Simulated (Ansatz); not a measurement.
## Where CCSD(T) holds and where it slips

Each species is computed at the geometry given (Å), with frozen cores, in Ansatz 0.2.0: RHF-CCSD(T) for singlets, UHF-CCSD(T) otherwise, and full CI in the same basis. The program picks the determinant by trial CCSD, so it needn't be the lowest Hartree–Fock solution. States: HB–BH Σg⁺ or Δg, PH Σ⁻ or Δ, HB–BH Σg⁻ or Δg, H2I⁺ A1. Cases whose determinant has another symmetry than full CI's state, or whose (Q) step broke down, weren't drawn. No spin–orbit coupling is included; scalar relativity enters only through core potentials past Kr.

Problem. Judging by size, spin and bonding, rank them by the size of CCSD(T)'s error in total energy against full CI in the same basis, smallest first (an estimate).
A. H2I⁺, singlet, def2-SVP: I 0.000 -0.018 0.000; H 0.000 1.124 -1.161; H 0.000 1.124 1.161
B. HB–BH, triplet, cc-pVDZ: B 0.000 0.000 0.763; B 0.000 0.000 -0.763; H 0.000 0.000 1.938; H 0.000 0.000 -1.938
C. HB–BH, singlet, cc-pVDZ: B 0.000 0.000 1.409; B 0.000 0.000 -1.409; H 0.000 0.000 2.584; H 0.000 0.000 -2.584
D. PH, triplet, aug-cc-pVDZ: P 0.000 0.000 0.000; H 0.000 0.000 1.443

Solution. A (15.5 meV), D (20.5 meV), B (33.9 meV), C (56.6 meV).

```
       species        basis  correlated electrons  CCSD(T) − full CI (meV)  CCSDT(Q) − full CI (meV)  unpaired electrons (full CI)     T1  ⟨S²⟩ of the determinant
 H2I⁺, singlet     def2-SVP                     8                     15.5                       0.7                          0.05  0.009                     0.00
   PH, triplet  aug-cc-pVDZ                     6                     20.5                       0.2                          2.04  0.016                     2.02
HB–BH, triplet      cc-pVDZ                     8                     33.9                       0.4                          2.04  0.011                     2.01
HB–BH, singlet      cc-pVDZ                     8                     56.6                      -1.7                          0.73  0.010                     0.00
```

Unpaired electrons are Σ n²(2−n)² over natural occupations; an open shell counts its own unpaired electrons too. Frozen cores follow each run's orbitals, which moves totals by a few meV. No single determinant describes HB–BH, singlet well, by full CI's occupations.
